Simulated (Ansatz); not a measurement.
Molecule: C4H5, charge 0, multiplicity 2. It need not be the lowest isomer of its formula. SMILES: C(#C[CH2])C
Geometry: optimised at B3LYP-D3(BJ)/def2-TZVP (Ansatz, a first-principles code).

Property: atomisation energy (electronic, to ground-state atoms), in kcal/mol. Valence correlation only, unless marked. UHF or UKS for open shells. No spin-orbit coupling. No relativistic terms. The coupled-cluster limit lacks core correlation, which all-electron functionals hold. CBS marks a two-point X^-3 extrapolation of the correlation energy; Hartree-Fock from the larger set. The bracket is a focal-point correction in the basis named.

| level | program | atomisation energy (kcal/mol) |
|---|---|---|
| HF/6-31G | Ansatz | 652.7 |

### Question
Estimate the value at RI-MP2/CBS(cc-pVTZ,cc-pVQZ)+[CCSD(T)-MP2]/cc-pVTZ as computed with Ansatz.

### Answer
902.0 kcal/mol
